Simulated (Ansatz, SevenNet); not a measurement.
For rock-salt PbTe, the machine-learned potential SevenNet-0 (trained on PBE and PBE+U data) gives:

equilibrium lattice constant a: 6.567 Å
enthalpy of formation: -0.435 eV/atom

Question: What does HSE06 (Ansatz, a quantum-chemistry and plane-wave program, plane waves, PAW) give for the same quantities?

Answer: 
- lattice constant a: 6.518 Å (falls by 0.7 %)
- formation enthalpy: -0.469 eV/atom (moves by -0.034 eV/atom)

For comparison: lattice constant a 6.438 Å (measured, 120 K, no zero-point or thermal correction; as tabulated in Noda, Masumoto, Ohba, Saito, Toriumi, Iwata, Shibuya, Acta Cryst. C 43, 1443 …); formation enthalpy -0.366 eV/atom (measured, 298 K, copied from a table, unchecked, not corrected to a static lattice; as tabulated in the CRC Handbook).

Changes are worked out from the printed values.

Unless a cell is named, each level is at its own relaxed cell (SevenNet-0 35.40, HSE06 34.61 Å³/atom).

Levels without +SOC leave out spin–orbit coupling, which shifts energies and cells of such heavy elements.

Caveats: hybrids on metals are sensitive to the k mesh and can open a false gap (HSE06). Ansatz's density-functional and Hartree–Fock values are scalar-relativistic unless marked +SOC, with PAW data made under PBE.
